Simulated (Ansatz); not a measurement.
# NH (singlet): wave-function methods side by side at distance N1–H2 = 1.170 Å, aug-cc-pVTZ

The task here is to estimate one member of a computed series from the others.

Computed with Ansatz 0.2.0, Gaussian basis. Level: aug-cc-pVTZ, core rule «outside noble gas», up to 1 orbitals frozen.

Plan: UHF; CCSD(T) on RHF; CCSD(T) on UHF; BCCD(T) on RHF; CCSDT(Q) on RHF; CCSDT(Q) on UHF; CCSDTQ on RHF; CASSCF and MRCISD+Q, 2 electrons in 2 orbitals; CASSCF and NEVPT2, 2 electrons in 2 orbitals; CASSCF and MRCISD+Q, 6 electrons in 5 orbitals; CASSCF and NEVPT2, 6 electrons in 5 orbitals; Full CI; Full CI in the symmetry of the determinant.

1 further run of the same task is left out (it didn't finish).

## The geometry

The geometry derives from a PBE0/def2-TZVP stationary point (not a proven minimum). One bond is set to the value named and the two fragments are kept rigid.

2 atoms, charge 0, spin multiplicity 1.

Atoms are counted from 1 here; the program's logs count them from 0.

Bond lengths: N1–H2 1.170 Å.

As a file:

```
N     0.0000    0.0000    0.0000
H     0.0000    0.0000    1.1700
```

The first run:

in.yaml

```yaml
crystal:
  periodic: [false, false, false]
  atoms:
    - {symbol: N, position_ang: [0.000000, 0.000000, 0.000000]}
    - {symbol: H, position_ang: [0.000000, 0.000000, 1.170000]}
basis:
  gaussian: {orbitals: aug-cc-pVTZ}
magnetization: {spin_polarized: true, initial_magnetization: 0}
hamiltonian: {xc: hf}
output: {orbitals: {seedname: orbitals}}
```

The run is started by

```bash
ansatz run in.yaml --threads 1 --pin off --events-out ev --progress --plain --max-ram 3956MiB --backend cpu
```

Steps of the session up to this table: UHF; CCSD(T) on RHF; CCSD(T) on UHF; BCCD(T) on RHF; CCSDT(Q) on RHF; CCSDT(Q) on UHF; CCSDTQ on RHF; CASSCF and MRCISD+Q, 2 electrons in 2 orbitals; CASSCF and NEVPT2, 2 electrons in 2 orbitals; CASSCF and MRCISD+Q, 6 electrons in 5 orbitals; CASSCF and NEVPT2, 6 electrons in 5 orbitals; Full CI; Full CI in the symmetry of the determinant.

One table of the session follows, with a row left open; its other results are not shown here.

It belongs to the step «Misses and costs». 

| method | from FCI (kJ/mol) |
| --- | --- |
| RHF | +562.4 |
| RMP2 | +130.5 |
| RCCSD | +53.8 |
| RCCSD(T) | +28.5 |
| BCCD(T) | +28.6 |
| RCCSDT | +3.4 |
| RCCSDT(Q) | -1.5 |
| RCCSDTQ | +0.1 |
| CASSCF pair | +473.4 |
| NEVPT2 pair | +58.4 |
| MRCISD pair | +27.6 |
| MRCISD+Q pair | +1.4 |
| CASSCF valence | +404.3 |
| NEVPT2 valence | ? |
| MRCISD valence | +20.0 |
| MRCISD+Q valence | +1.8 |
| FCI | 0 |

Estimate the missing values for NEVPT2 valence.

The run gave: from FCI (kJ/mol): +69.3. In the column «from FCI (kJ/mol)» it lies between NEVPT2 pair (+58.4) and RMP2 (+130.5).

Caveats from the session: The report flags that the cluster equations may have other roots. Left out of the table: UHF, UMP2, UCCSD, UCCSD(T), UCCSDT, UCCSDT(Q) (another determinant or state than the rows shown). The program flags RCCSDT(Q), RCCSDTQ as in doubt, so those rows may rest on another solution; read them beside their warnings. RCCSDT(Q) falls below full CI, which methods that aren't variational can do.
